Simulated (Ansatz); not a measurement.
A calculation with Ansatz (development build ahead of 0.2.0).

```yaml
crystal:
  periodic: [false, false, false]
  atoms:
    - { symbol: "N", position_ang: [0.0, 0.0, 0.0] }
    - { symbol: O, position_ang: [0.0, 0.0, 1.484] }
basis:
  gaussian: { orbitals: "6-31G" }
total_charge: 1
magnetization:
  spin_polarized: true
hamiltonian:
  xc: pbe0
scf:
  omitted_lower_state_checks: [stability, starts, atomic_configurations, cluster_reference, orbital_swaps, given_window_search, neighbouring_geometries, increment]
output:
  forces: true
```

The input is written out in the form of the current development build from the run's settings.

Results

```yaml
Converged: yes
Total_energy: -129.13622 hartree
Spin_squared_of_the_determinant: 0.000
```

Forces (eV/Å):
| atom | Fx | Fy | Fz |
| --- | --- | --- | --- |
| N1 | 0.000 | 0.000 | 14.553 |
| O2 | 0.000 | 0.000 | -14.553 |

This is not the lowest solution: another run reaches a determinant 0.64 eV lower.
